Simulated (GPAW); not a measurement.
**C3H3 (cyclopropenyl radical): levels of theory compared**

Wanted: a comparison of 5 runs (U-r2SCAN/plane waves, UPBE/real-space grid, URPBE/real-space grid, ULDA (PW92)/sz(dzp), URPBE/dzp) of C3H3 (cyclopropenyl radical). 

Program for the calculation: GPAW 26.7.0.

4 further runs of the same task are left out: 3 that didn't finish, 1 set aside as unsound or not needed.

## (1) The system as given

C3H3: 6 atoms, total charge 0, spin state doublet. SMILES: `[CH]1C=C1`. Geometry: relaxed at GFN2-xTB.

Bond lengths: C1–C2 1.466 Å, C1–C3 1.467 Å, C2–C3 1.322 Å, C1–H4 1.078 Å, C2–H5 1.063 Å, C3–H6 1.063 Å. Angles: C1–C2–C3 63.2°, C2–C1–C3 53.6°, C1–C3–C2 63.2°, C1–C2–H5 148.2°, C3–C2–H5 148.5°, C2–C1–H4 128.1°, C3–C1–H4 128.1°, C1–C3–H6 148.2°, C2–C3–H6 148.5°.

## (2) The charge distribution at U-r2SCAN/plane waves (scalar-relativistic datasets) (run 5)

run.xyz

```xyz
6

C     -0.676090    -0.526070    -0.395270
C      0.579870     0.227280    -0.456390
C      0.160520    -0.133930     0.743790
H     -1.668900    -0.184210    -0.639310
H      1.299980     0.737030    -1.049980
H      0.304610    -0.120110     1.797160
```

run_sp.py

```python
import numpy as np
from ase.io import read
from ase.units import Debye
from gpaw import GPAW, PW

# Set up the molecule
atoms = read('run.xyz')
atoms.center(vacuum=4.5)
atoms.set_initial_magnetic_moments([0.333333, 0.333333, 0.333333, 0.0, 0.0, 0.0])

# DFT calculator
calc = GPAW(mode=PW(500),
            xc='MGGA_X_R2SCAN+MGGA_C_R2SCAN',
            occupations={'name': 'fermi-dirac', 'width': 0.01, 'fixmagmom': True},
            mixer={'name': 'pulay', 'beta': 0.1, 'nmaxold': 5, 'weight': 1.0},
            maxiter=100,
            symmetry='off',
            txt='-')
atoms.calc = calc

energy = atoms.get_potential_energy()
print(f'Energy = {energy:.5f} eV')
forces = atoms.get_forces()
print('Forces (eV/Ang)')
for symbol, f in zip(atoms.symbols, forces):
    print(f'{symbol:2} {f[0]:9.4f} {f[1]:9.4f} {f[2]:9.4f}')
dipole = atoms.get_dipole_moment() / Debye
print(f'Dipole                  {np.linalg.norm(dipole):.3f} D')
print('Moments:', atoms.get_magnetic_moments().round(3))
```

On the command line:

```sh
$ python run_sp.py
```

What it wrote:

```text
[...]
  mode=PW(ecut=500.0),
[...]
Number of symmetries: 1
[...]
  Number of IBZ points: 1
[...]
Cutoff: 500.0 eV
Spin-components: 2 (collinear spins)
Bands:           14
[...]
  Valence electrons: 15.0
[...]
  Grid points: [63 54 63]
  Charge: 0.0  # |e|
[...]
    cutoffs:
[...]
occupation numbers:
  Fixed magnetic moment: 1.000
[...]
xc functional:
  name: MGGA_X_R2SCAN+MGGA_C_R2SCAN with 2 nearest neighbor stencil
[...]
|iter     |     time |      energy | eigst |  dens |  magmom |
[...]
|iter:   1| 00:00:04 |  -41.064586 | +0.72 |       |  +0.9980|
[...]
|iter:  24| 00:01:58 |  -35.571544c| -7.41c| -4.81c|  +1.0000|
Converged in 24 steps
[...]
Energy contributions relative to reference atoms: (reference = -3120.354833)
Energy contributions:
  Kinetic:          29.260558
  Coulomb:         -30.509383
  Zero:              0.017094
  External:          0.000000
  Xc:              -34.339814
  Entropy:          -0.000000
  Spinorbit:         0.000000
  ----------------------------
  Free energy:     -35.571545
  Extrapolated:    -35.571544
dipole moment: (0.147103, 0.246541, 0.125540)  # |e|*Ang
Total magnetic moment: (0.000000, 0.000000, 0.999999)
Local magnetic moments
|        x |        y |         z |
|----------|----------|-----------|
| 0.000000 | 0.000000 |  0.262886 |  # C    0
| 0.000000 | 0.000000 |  0.031057 |  # C    1
| 0.000000 | 0.000000 |  0.031835 |  # C    2
| 0.000000 | 0.000000 |  0.021009 |  # H    3
| 0.000000 | 0.000000 | -0.002519 |  # H    4
| 0.000000 | 0.000000 | -0.002574 |  # H    5
Fermi levels: -3.657, -1.108
[...]
Gap: 2.582 eV
Transition (v -> c):
[...]
C    -0.0030    0.1451   -1.4503
H    -0.4222    0.0554   -0.1341
H     0.3857    0.2335   -0.2951
H     0.0970   -0.0121    0.5316
Dipole                  1.505 D
Moments: [ 0.263  0.031  0.032  0.021 -0.003 -0.003]
```

Wall time 2 min (1 thread of Arm Neoverse V2, shared host); peak memory 0.69 GiB.

## (3) The charge distribution at UPBE/real-space grid (scalar-relativistic datasets) (run 4)

c3h3.sdf

```

     RDKit          3D

  6  6  0  0  0  0  0  0  0  0999 V2000
   -0.6761   -0.5261   -0.3953 C   0  0  0  0  0  3  0  0  0  0  0  0
    0.5799    0.2273   -0.4564 C   0  0  0  0  0  3  0  0  0  0  0  0
    0.1605   -0.1339    0.7438 C   0  0  0  0  0  3  0  0  0  0  0  0
   -1.6689   -0.1842   -0.6393 H   0  0  0  0  0  0  0  0  0  0  0  0
    1.3000    0.7370   -1.0500 H   0  0  0  0  0  0  0  0  0  0  0  0
    0.3046   -0.1201    1.7972 H   0  0  0  0  0  0  0  0  0  0  0  0
  2  1  1  0
  3  2  1  0
  3  1  1  0
  4  1  1  0
  5  2  1  0
  6  3  1  0
M  RAD  3   1   2   2   2   3   2
M  END
$$$$
```

run.py

```python
import numpy as np
from ase.io import read
from ase.units import Debye
from gpaw import GPAW

# Atomic positions
atoms = read('c3h3.sdf')
atoms.center(vacuum=4.5)
atoms.set_initial_magnetic_moments([0.333333, 0.333333, 0.333333, 0.0, 0.0, 0.0])

# Ground state
dft = GPAW(mode='fd',
           h=0.2,
           xc='PBE',
           occupations={'name': 'fermi-dirac', 'width': 0.02, 'fixmagmom': True},
           maxiter=100,
           symmetry='off',
           txt='-')
atoms.calc = dft

energy = atoms.get_potential_energy()
print(f'Energy = {energy:.5f} eV')
forces = atoms.get_forces()
print('Forces (eV/Ang)')
for symbol, f in zip(atoms.symbols, forces):
    print(f'{symbol:2} {f[0]:9.4f} {f[1]:9.4f} {f[2]:9.4f}')
dipole = atoms.get_dipole_moment() / Debye
print(f'Dipole: {np.linalg.norm(dipole):.3f} D')
```

On the command line:

```sh
$ python run.py
```

What it wrote:

```text
[...]
Number of symmetries: 1
[...]
  Number of IBZ points: 1
[...]
Spin-components: 2 (collinear spins)
Bands:           14
[...]
  Valence electrons: 15.0
[...]
  Grid points: [60 52 60]
  Charge: 0.0  # |e|
[...]
    cutoffs:
[...]
occupation numbers:
  Fixed magnetic moment: 1.000
[...]
xc functional:
  name: PBE with 2 nearest neighbor stencil
[...]
|iter     |     time |      energy | eigst |  dens |  magmom |
[...]
|iter:   1| 00:00:03 |  -36.427377 | +1.30 |       |  +0.9980|
[...]
|iter:  15| 00:00:24 |  -33.353382c| -7.48c| -5.37c|  +1.0000|
Converged in 15 steps
[...]
Energy contributions relative to reference atoms: (reference = -3120.354833)
Energy contributions:
  Kinetic:          33.436015
  Coulomb:         -35.011831
  Zero:              0.369595
  External:          0.000000
  Xc:              -32.147162
  Entropy:          -0.000000
  Spinorbit:         0.000000
  ----------------------------
  Free energy:     -33.353383
  Extrapolated:    -33.353382
dipole moment: (0.155822, 0.254655, 0.130458)  # |e|*Ang
Total magnetic moment: (0.000000, 0.000000, 0.999999)
Local magnetic moments
|        x |        y |         z |
|----------|----------|-----------|
| 0.000000 | 0.000000 |  0.246682 |  # C    0
| 0.000000 | 0.000000 |  0.033859 |  # C    1
| 0.000000 | 0.000000 |  0.034338 |  # C    2
| 0.000000 | 0.000000 |  0.021255 |  # H    3
| 0.000000 | 0.000000 | -0.001619 |  # H    4
| 0.000000 | 0.000000 | -0.001640 |  # H    5
Fermi levels: -3.433, -2.219
[...]
Gap: 1.795 eV
Transition (v -> c):
[...]
Forces (eV/Ang)
C     0.7335    0.0091    0.2688
C    -0.6919   -0.4856    0.6161
C    -0.1232    0.0260   -1.0336
H    -0.6203    0.1156   -0.1884
H     0.5471    0.3653   -0.4358
H     0.1360   -0.0184    0.7720
Dipole: 1.565 D
```

Wall time 24 s (1 thread of Arm Neoverse V2, shared host); peak memory 0.65 GiB.

Run 3 isn't shown in full; the table further down has it.

## (4) Energy and one-electron properties at ULDA (PW92)/sz(dzp) (scalar-relativistic datasets) (run 1)

C3H3.xyz

```xyz
6

C     -0.676090    -0.526070    -0.395270
C      0.579870     0.227280    -0.456390
C      0.160520    -0.133930     0.743790
H     -1.668900    -0.184210    -0.639310
H      1.299980     0.737030    -1.049980
H      0.304610    -0.120110     1.797160
```

C3H3.py

```python
import numpy as np
from ase.io import read
from ase.units import Debye
from gpaw import GPAW

mol = read("C3H3.xyz")
mol.center(vacuum=4.5)
mol.set_initial_magnetic_moments([0.333333, 0.333333, 0.333333, 0.0, 0.0, 0.0])

dft = GPAW(mode="lcao",
           basis="sz(dzp)",
           h=0.25,
           xc="LDA",
           occupations={"name": "fermi-dirac", "width": 0.01, "fixmagmom": True},
           maxiter=100,
           symmetry="off",
           txt="-")
mol.calc = dft

energy = mol.get_potential_energy()
print(f"Energy = {energy:.5f} eV")
forces = mol.get_forces()
print("Forces (eV/Ang)")
for symbol, f in zip(mol.symbols, forces):
    print(f'{symbol:2} {f[0]:9.4f} {f[1]:9.4f} {f[2]:9.4f}')
dipole = mol.get_dipole_moment() / Debye
print(f"Dipole: {np.linalg.norm(dipole):.3f} D")
print("Moments:", mol.get_magnetic_moments().round(3))
```

On the command line:

```sh
$ python C3H3.py
```

What it wrote:

```text
[...]
Number of symmetries: 1
[...]
  Number of IBZ points: 1
[...]
basis functions: 15
Spin-components: 2 (collinear spins)
Bands:           14
[...]
  Valence electrons: 15.0
[...]
  Grid points: [48 40 48]
  Charge: 0.0  # |e|
[...]
    cutoffs:
[...]
occupation numbers:
  Fixed magnetic moment: 1.000
[...]
xc functional:
  name: None
[...]
|iter     |     time |      energy | eigst |  dens |  magmom |
[...]
|iter:   1| 00:00:01 |  -26.233763 |      c|       |  +0.9992|
[...]
|iter:  10| 00:00:03 |  -26.284557c|      c| -4.48c|  +1.0001|
Converged in 10 steps
[...]
Energy contributions relative to reference atoms: (reference = -3092.794488)
Energy contributions:
  Kinetic:          -9.123728
  Coulomb:           7.066472
  Zero:              0.915488
  External:          0.000000
  Xc:              -25.142789
  Entropy:          -0.000000
  Spinorbit:         0.000000
  ----------------------------
  Free energy:     -26.284557
  Extrapolated:    -26.284557
dipole moment: (0.106999, 0.248979, 0.112900)  # |e|*Ang
Total magnetic moment: (0.000000, 0.000000, 1.000088)
Local magnetic moments
|        x |        y |         z |
|----------|----------|-----------|
| 0.000000 | 0.000000 |  0.319564 |  # C    0
| 0.000000 | 0.000000 |  0.031666 |  # C    1
| 0.000000 | 0.000000 |  0.032151 |  # C    2
| 0.000000 | 0.000000 |  0.009748 |  # H    3
| 0.000000 | 0.000000 | -0.001228 |  # H    4
| 0.000000 | 0.000000 | -0.001238 |  # H    5
Fermi levels: -5.312, -3.787
[...]
Gap: 1.686 eV
Transition (v -> c):
[...]
Forces (eV/Ang)
C    -1.0587   -3.8803   -1.5375
C     1.1546    0.6686   -1.4599
C    -0.0244   -0.3047    1.8367
H    -3.7639    0.6734   -1.3135
H     3.0752    2.0243   -2.5520
H     0.5526    0.5807    4.6244
Dipole: 1.410 D
Moments: [ 0.32   0.032  0.032  0.01  -0.001 -0.001]
```

Run time: 3.6 s. Hardware: 1 thread of Arm Neoverse V2, shared host; peak memory 0.34 GiB.

## (5) The charge distribution at URPBE/dzp (scalar-relativistic datasets) (run 2)

C3H3.xyz is that of step 4.

C3H3.py

```python
import numpy as np
from ase.io import read
from ase.units import Debye
from gpaw import GPAW

mol = read("C3H3.xyz")
mol.center(vacuum=4.5)
mol.set_initial_magnetic_moments([0.333333, 0.333333, 0.333333, 0.0, 0.0, 0.0])

calc = GPAW(mode="lcao",
            basis="dzp",
            h=0.22,
            xc="RPBE",
            occupations={"name": "fermi-dirac", "width": 0.01, "fixmagmom": True},
            maxiter=100,
            symmetry="off",
            txt="C3H3.txt")
mol.calc = calc

energy = mol.get_potential_energy()
print(f"Energy: {energy:.5f} eV")
forces = mol.get_forces()
print("Forces (eV/Ang)")
for symbol, f in zip(mol.symbols, forces):
    print(f'{symbol:2} {f[0]:9.4f} {f[1]:9.4f} {f[2]:9.4f}')
dipole = mol.get_dipole_moment() / Debye
print(f"Dipole = {np.linalg.norm(dipole):.3f} D")
print("Moments:", mol.get_magnetic_moments().round(3))
```

On the command line:

```sh
$ python C3H3.py > C3H3.log
```

What it wrote:

```text
Energy: -30.65246 eV
Forces (eV/Ang)
C     0.2860   -1.0401   -0.1898
C    -0.1648   -0.0714   -0.1107
C    -0.2303   -0.1179   -0.0612
H    -1.2377    0.4674   -0.2618
H     1.0509    0.7137   -0.7992
H     0.2561    0.0203    1.4932
Dipole = 1.383 D
Moments: [ 0.267  0.035  0.036  0.021 -0.002 -0.002]
```

C3H3.txt:

```text
__  _  _
 | _ |_)|_||  |
 |__||  | ||/\| - 26.7.0

units:  Angstrom and eV
cores:  1
OpenMP: False

Versions:
  Python: 3.12.14
  ASE:    3.29.0
  Numpy:  2.5.5
  Scipy:  1.18.1
  Libxc:  7.0.0

        _gpaw.cpython-312-aarch64-linux-gnu.so

[... 62 lines left out ...]
|   |                                coordinates |     weight |
[... 108 lines left out ...]
  Fourier metric: weight=20.0, sigma=0.015
[... 164 lines left out ...]
Reference energy: -3126.059755  # eV
[... 31 lines left out ...]
convergence criteria:
[... 14 lines left out ...]
Converged in 11 steps
[... 15 lines left out ...]
dipole moment: (0.154214, 0.212840, 0.117781)  # |e|*Ang
[... 29 lines left out ...]
Forces  # eV/Ang
|        x |        y |        z |
|----------|----------|----------|
|  0.28602 | -1.04013 | -0.18981 |  # C    0
| -0.16476 | -0.07142 | -0.11072 |  # C    1
| -0.23026 | -0.11787 | -0.06122 |  # C    2
| -1.23766 |  0.46740 | -0.26184 |  # H    3
|  1.05091 |  0.71374 | -0.79921 |  # H    4
|  0.25611 |  0.02031 |  1.49319 |  # H    5

Force computation time: 0.167  # s

timing:  # [seconds]
  Total:  8.405  # ━━━━━━━━━━━━━━━━━━━━━━━━━━━━━━━━━━━━━━━━━━━━━━━━━━━━━━━━━━
  Init:   2.193  # ━━━━━━━━━━━━━━━
  SCF:    6.022  # ━━━━━━━━━━━━━━━━━━━━━━━━━━━━━━━━━━━━━━━━━╸
  Forces: 0.167  # ━

Max RSS: 547.508  # MiB
```

It took 8.9 s on 1 thread of Arm Neoverse V2, shared host; peak memory 0.54 GiB.

## (6) All runs side by side

| run | level | mode | plane-wave cutoff | energy (Eh) | dipole moment (D) | HOMO energy (eV) | LUMO energy (eV) | wall time |
| --- | --- | --- | --- | --- | --- | --- | --- | --- |
| 5 | U-r2SCAN/plane waves (scalar-relativistic datasets) | pw | 500 | -115.978155 | 1.51 | -4.02 | -1.43 | 2 min |
| 4 | UPBE/real-space grid (scalar-relativistic datasets) | fd | – | -115.896639 | 1.56 | -3.72 | -1.93 | 24 s |
| 3 | URPBE/real-space grid (scalar-relativistic datasets) | fd | – | -116.055224 | 1.55 | -3.67 | -1.82 | 14 s |
| 1 | ULDA (PW92)/sz(dzp) (scalar-relativistic datasets) | lcao | – | -114.624041 | 1.41 | -5.46 | -3.77 | 3.6 s |
| 2 | URPBE/dzp (scalar-relativistic datasets) | lcao | – | -116.007034 | 1.38 | -3.39 | -1.38 | 8.9 s |

## (7) Summary of results

| quantity | value |
| --- | --- |
| run 2, URPBE/dzp: energy as printed (from the program's reference atoms) | -30.6525 eV |
| run 2, URPBE/dzp: dipole moment | 1.38 D |
| run 2, URPBE/dzp: HOMO energy (highest over α and β) | -3.39 eV |
| run 2, URPBE/dzp: LUMO energy (lowest over α and β) | -1.38 eV |

In words: The dipole moment (its size) runs from 1.38 D (URPBE/dzp) to 1.56 D (UPBE/real-space grid). The two ends differ in method and basis. Totals of different functionals can't be ranked against each other. All runs together took 2.8 min, the longest 2 min.
